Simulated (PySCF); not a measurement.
# Nitrogen: a sound run and one with changed settings

Sound run: N [He] 2s2 2p3, N⁺ [He] 2s2 2p2. Computed with PySCF 2.14 in def2-SVP, with the non-relativistic Hamiltonian (point nucleus). In the sound run the correlated levels freeze 1s2. The sound run starts from symmetry-adapted Hartree-Fock orbitals and uses a fine grid where one is needed.

Changed run: all electrons correlated in a basis built for the valence shell.

| species | method | sound run (hartree) | changed run (hartree) | converged |
| --- | --- | --- | --- | --- |
| N | MP2 | -54.40612 | -54.40788 | yes |
| N | CCSD(T) | -54.42172 | -54.42334 | yes |
| N⁺ | MP2 | -53.87492 | -53.87656 | yes |
| N⁺ | CCSD(T) | -53.89709 | -53.89856 | yes |

Ionisation energy of N:

```csv
method,sound run (eV),changed run (eV)
UHF,14.038,14.038
MP2,14.455,14.458
SCS-MP2,14.244,14.246
CCSD,14.279,14.284
CCSD(T),14.276,14.280
```

A valence basis has no tight correlating functions, so it recovers only part of the core correlation, and not evenly between atom and ion.

For comparison, NIST gives 14.534 eV between the lowest levels.
